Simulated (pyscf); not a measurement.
## Elimination: H₂N–SiH₂–F -> HN=SiH–F + hydrogen (H₂)

Gas phase, singlet surface, charge 0. Bonds broken: N1–H4, Si2–H6. Bonds formed: H4–H6. Structures and frequencies: ωB97X-D3(BJ)/def2-SVP in PySCF.

Transition state (Å):

```xyz
7

N     -1.7045    -0.5593     0.3446
Si    -0.2595    -0.1540    -0.2317
F      0.5194    -0.9348    -1.4154
H     -1.7080     0.6640    -0.6647
H     -2.0732    -1.1289     1.0932
H     -1.1013     1.0632    -1.2111
H      0.8009     0.6966     0.3578
```

One imaginary mode, 1161i cm⁻¹; descent along it reached the two sides named.

```json
[
 {"bond": "N1–H4", "change": "breaks", "reactant side (Å)": "1.014", "saddle": "1.586", "product side": "3.7"},
 {"bond": "Si2–H6", "change": "breaks", "reactant side (Å)": "1.484", "saddle": "1.775", "product side": "2.8"},
 {"bond": "H4–H6", "change": "forms", "reactant side (Å)": "2.9", "saddle": "0.909", "product side": "0.761"}
]
```

Electronic energies relative to the reactant's lowest minimum found (kcal/mol):

| level | barrier | reaction energy | reverse barrier |
|---|---|---|---|
| ωB97X-D3(BJ)/def2-TZVP | 82.0 | +62.3 | 19.7 |
| PBE/def2-TZVP | 72.3 | +55.2 | 17.1 |
| r²SCAN/def2-TZVP | 76.1 | +58.6 | 17.6 |
| B3LYP-D3(BJ)/def2-TZVP | 78.8 | +58.0 | 20.9 |
| PBE0-D3(BJ)/def2-TZVP | 78.2 | +62.0 | 16.3 |
| M06-2X/def2-TZVP | 80.7 | +60.8 | 19.9 |
| ωB97M-D3(BJ)/def2-TZVP | 80.1 | +60.0 | 20.1 |
| HF/def2-TZVP | 95.8 | +68.0 | 27.8 |

With ωB97M-D3(BJ)/def2-TZVP energies and thermal terms (ideal gas, 1 atm, RRHO with modes under 100 cm⁻¹ raised to 100, one conformer, R ln 2 for chiral ones without a mode under 150 cm⁻¹), in kcal/mol:

```tsv
T (K)	ΔH‡	ΔG‡	ΔH	ΔG
298	76.0	75.7	+54.8	+46.3
600	75.8	75.4	+55.5	+37.5
900	75.6	75.3	+55.5	+28.4
1200	75.3	75.3	+55.2	+19.4
```

At the saddle there is also a short H–Si contact that neither side keeps. HN=SiH–F lies 25.8 kcal/mol over its isomer H₂N–Si:–F [singlet] (electronic energy, ωB97M-D3(BJ)/def2-TZVP). This is the saddle that the search found; another between the same sides may lie lower.
